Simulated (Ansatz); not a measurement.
Gas-phase electronic energies from Ansatz, PBE0-D4/def2-TZVP geometries. CCSD(T)/CBS is the MP2 limit (def2-TZVPP, def2-QZVPP) plus CCSD(T) − MP2 in def2-TZVPP, frozen cores. This one scheme is used for every species. Functionals use def2-TZVPP. Each species was taken in one conformer, which may not be the lowest.

Consider the ligand exchange at the Si–C bond: `C[Si]S` + HCl → `S[Si]Cl` + CH₄.

```
             level  ΔE (eV)
         CAM-B3LYP    -1.44
SCS-MP2/def2-QZVPP    -1.44
```

Task: What does CCSD(T)/CBS give? (Best estimate.)

Result: Ansatz gave: -1.40 eV. The listed levels differ from it by -0.04, -0.04 eV.

Largest T1 diagnostic among the species: 0.014.

Leaving LDA and LC-ωPBE aside and taking each functional with its dispersion term where it has one, the values, not all of them listed here, spread over 0.08 eV, from BLYP-D4 to ωB97X-V. LDA lies +0.06 eV from PBE without D4. From BLYP to BHLYP (50 % exact exchange), in def2-TZVPP and without D4, ΔE moves by +0.04 eV.
